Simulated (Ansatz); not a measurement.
**HSCl (triplet): from Hartree-Fock to the top rungs at distance Cl1–H2 along a hydrogen transfer = 1.279 Å, cc-pVTZ**

How much of the correlation energy of HSCl (triplet) does each wave-function method recover here?

Program: Ansatz 0.2.0, Gaussian basis. Level of theory: cc-pVTZ, core rule «outside noble gas», up to 10 orbitals frozen. These are calculated values, not measurements.

The runs, in order: UHF; CCSD(T) on ROHF; CCSD(T) on UHF; BCCD(T) on ROHF; CCSDT(Q) on ROHF; CCSDT(Q) on UHF; CASSCF and MRCISD+Q, 4 electrons in 4 orbitals; CASSCF and NEVPT2, 4 electrons in 4 orbitals; CASSCF and MRCISD+Q, 14 electrons in 9 orbitals; CASSCF and NEVPT2, 14 electrons in 9 orbitals.

2 further runs of the same task are left out: 2 for a known fault of the program.

### 1 What is computed

The geometry derives from fragments relaxed apart (PBE0/def2-TZVP) and kept rigid, so it is no stationary point. A hydrogen atom is moved between rigid fragments.

3 atoms, charge 0, spin multiplicity 3.

Atoms are counted from 1 here; the program's logs count them from 0.

Bond lengths: Cl1–H2 1.279 Å.

### 2 UHF

in.yaml reads:

```yaml
crystal:
  periodic: [false, false, false]
  atoms:
    - {symbol: Cl, position_ang: [0.000000, 0.000000, -1.421933]}
    - {symbol: H, position_ang: [0.000000, 0.000000, -0.143133]}
    - {symbol: S, position_ang: [0.000000, 0.000000, 1.565067]}
basis:
  gaussian: {orbitals: cc-pVTZ}
magnetization: {spin_polarized: true, initial_magnetization: 2}
hamiltonian: {xc: hf}
output: {orbitals: {seedname: orbitals}}
```

On the command line:

```
$ ansatz run in.yaml --threads 1 --pin off --events-out ev --progress --plain --max-ram 2816MiB --backend cpu
```

The runs that follow: CCSD(T) on ROHF; CCSD(T) on UHF; BCCD(T) on ROHF; CCSDT(Q) on ROHF; CCSDT(Q) on UHF; CASSCF and MRCISD+Q, 4 electrons in 4 orbitals; CASSCF and NEVPT2, 4 electrons in 4 orbitals; CASSCF and MRCISD+Q, 14 electrons in 9 orbitals; CASSCF and NEVPT2, 14 electrons in 9 orbitals.

Before running them: what should the planned runs give, taken together? Wanted: UCCSDT(Q) below the RHF energy; RMP2 from UCCSDT(Q); UMP2 from UCCSDT(Q); RCCSD from UCCSDT(Q); RCCSD(T) from UCCSDT(Q); UCCSD(T) from UCCSDT(Q); RCCSDT(Q) from UCCSDT(Q); NEVPT2 pair from UCCSDT(Q); MRCISD+Q pair from UCCSDT(Q).

**Answer**, as computed:

| quantity | value |
| --- | --- |
| UCCSDT(Q) below the RHF energy | -10.7413 eV |
| RMP2 from UCCSDT(Q) | +1497.3 meV |
| UMP2 from UCCSDT(Q) | +1540.8 meV |
| RCCSD from UCCSDT(Q) | +446.9 meV |
| RCCSD(T) from UCCSDT(Q) | +51.7 meV |
| UCCSD(T) from UCCSDT(Q) | +51.2 meV |
| RCCSDT(Q) from UCCSDT(Q) | +1.6 meV |
| NEVPT2 pair from UCCSDT(Q) | +1554.4 meV |
| MRCISD+Q pair from UCCSDT(Q) | +252.2 meV |
| NEVPT2 valence from UCCSDT(Q) | +2305.8 meV |
| levels within 1 kcal/mol (43 meV) | RCCSDT, UCCSDT, RCCSDT(Q) |
| T1 diagnostic | 0.016 |
| effectively unpaired electrons | 2.00 |

In words: RCCSD(T) lands +51.7 meV from the yardstick (0.5 % of the correlation energy). One determinant dominates. Of the multireference levels listed MRCISD+Q pair comes nearest in total energy (+252.2 meV), which doesn't show that its space is the better one. Coupled cluster took another determinant than the lowest Hartree-Fock one. These misses are within one basis, not against nature; the frozen cores of restricted and unrestricted runs differ, which can shift their rows.
